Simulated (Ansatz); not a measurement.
# CaF3 (I4/mmm)

Method: DFT PBEsol, scalar-relativistic, plane waves, PAW in Ansatz 0.2.0.

Plane waves to 420 eV, a k mesh through Γ of 16×16×16 on the computed 4-atom cell and Gaussian smearing (0.10 eV); collinear spin from starting moments 0 0.26 0.26 0.6 μB.

The structure is relaxed at this level of theory with its symmetry kept. Whether it is the stable form of this composition wasn't checked.

The structure is tetragonal, space group I4/mmm (No. 139). Conventional cell: a = 3.787 Å, b = 3.787 Å, c = 6.202 Å, α = 90.00°, β = 90.00°, γ = 90.00°. Ca (site symmetry 4/mmm) has 12 F at 2.45 to 2.68 Å as nearest neighbours. F (site symmetry -4m2) has 4 Ca at 2.45 Å and 8 F at 2.45 to 2.68 Å as nearest neighbours. F (site symmetry 4/mmm) has 8 F at 2.45 Å and 4 Ca at 2.68 Å as nearest neighbours.

| Property | Result |
| --- | --- |
| Volume per atom | 11.12 Å³ |
| Formation energy from the elements' standard states (uncorrected) | -2.711 eV/atom |
| Kohn–Sham band gap | none (metal) |
| Density of states at the Fermi level | 3.44 states/eV per cell |
| Löwdin character within 0.5 eV of the Fermi level | F 2p 99 % |
| Bulk modulus | 85 GPa |
| Its pressure derivative | 4.7 |
| Bader charges (e) | Ca (1 in the cell) 1.69, F (2 in the cell) -0.64, F (1 in the cell) -0.40 |
| Total moment | 1.00 μB per cell |
| Site moments (μB; atoms counted from 1 over the whole cell) | F (atom 2) 0.23, F (atom 3) 0.23, F (atom 4) 0.54 |

Only this magnetic start was tried.